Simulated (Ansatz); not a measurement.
Reaction (isomerisation): `CC(C)(C)C=O` → `C1CCOCC1`

Program: Ansatz. Geometries: PBE0-D4/def2-TZVP. ΔE: electronic, gas phase. CBS: MP2 limit from def2 TZ/QZ plus the TZ coupled-cluster correction, frozen cores. Functionals use def2-TZVPP. B3LYP here is the variant with VWN-RPA as its local correlation; programs differ in this.

```
          level  ΔE (kcal/mol)
       B3LYP-D4            4.0
           PBE0           -0.2
CCSD/def2-TZVPP            2.6
 CCSD/CBS(def2)            2.0
```

What does CCSD(T)/CBS give? (Estimate.)

The calculation gave: +2.8 kcal/mol. The listed levels differ from it by 1.2, -3.0, -0.2, -0.8 kcal/mol.

Largest T1 diagnostic among the species: 0.012.

From PBE to PBE0 (25 % exact exchange), in def2-TZVPP and without D4, ΔE moves by −2.9 kcal/mol.

CCSD(T)/CBS has its own doubt, a few kJ/mol and more with outer-core shells, so smaller differences from it don't rank the levels.
